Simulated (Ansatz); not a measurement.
Saddle point of CH$_{10}$Si$_{2}$, singlet (Si₂H₆ ([SiH3][SiH3]) + CH₄ → CH₈Si₂ ([CH3][SiH2][SiH3]) + H₂; bonds formed: Si1–C7, H2–H6; bonds broken: Si1–H2, H6–C7), PBE0-D4/def2-TZVP structure:

```csv
atom,x (Å),y (Å),z (Å)
Si1,-0.7352,0.0352,0.3017
H2,-0.1326,-1.5320,-0.1587
H3,-2.0235,-0.6440,0.5997
H4,-1.1552,1.4990,0.2320
Si5,1.0318,-0.0648,1.8241
H6,-0.1743,-0.7725,-1.0242
C7,-0.3040,0.3193,-1.8031
H8,2.2939,-0.0586,1.0314
H9,0.9635,-1.3377,2.5891
H10,1.0730,1.0834,2.7736
H11,0.0626,-0.3473,-2.5955
H12,0.3968,1.1461,-1.6917
H13,-1.2970,0.6740,-2.0783
```

Energies are electronic, without zero-point energy. Barriers and step energies count from the start structure reached by relaxing down the imaginary mode; all methods use the PBE0-D4 structures, on which another method's saddle can fall below an end. Ansatz 0.2.0; basis: def2-TZVPP, with def2-QZVPP for the basis limit; cores frozen in the correlated methods. B3LYP uses VWN-RPA correlation. Extrapolation: Hartree–Fock as exp(−7.88 √X), correlation as X^−2.97.

```csv
method,barrier (kcal/mol),step energy (kcal/mol)
SPW92,62.27,6.92
PBE-D4,70.45,6.91
BLYP-D4,?,7.62
r2SCAN-D4,74.37,7.41
B97M-V,75.94,8.74
PBE0-D4,?,7.55
B3LYP-D4,79.73,8.27
r2SCAN0-D4,77.14,7.81
BHLYP-D4,84.97,9.18
CAM-B3LYP-D4,?,8.84
wB97X-V,80.88,8.06
wB97M-V,79.09,7.53
B2PLYP,81.94,8.59
PBE-QIDH,78.71,7.67
RPA on PBE,81.99,8.41
HF,99.50,12.17
MP2,80.39,6.80
CCSD,84.48,8.90
CCSD(T),81.73,8.09
```

Task: Fill in the withheld barriers. (To be estimated.)

Result: Computed: PBE0-D4 74.64; BLYP-D4 76.73; CAM-B3LYP-D4 81.71 kcal/mol. Each is the energy of the saddle less that of the start structure, by the same method.

For comparison, the barrier by CCSD(T) at an estimated basis limit (MP2 extrapolated from triple and quadruple zeta, plus CCSD(T) − MP2 in triple zeta) is 80.40 kcal/mol.

T1 diagnostic: at most 0.013.

Labels in which every atom is bracketed show which atoms are joined, not bond orders.

For scale, one of the runs: CCSD(T)/def2-TZVPP, 255 basis functions, launched by `ansatz run in.yaml --threads 4 --pin off --events-out ev --progress --plain --max-ram 9574MiB`. Time: 90 s of wall clock on 4 CPU threads of an Arm Neoverse V1; the host was shared. Peak host memory: 5.3 GiB.
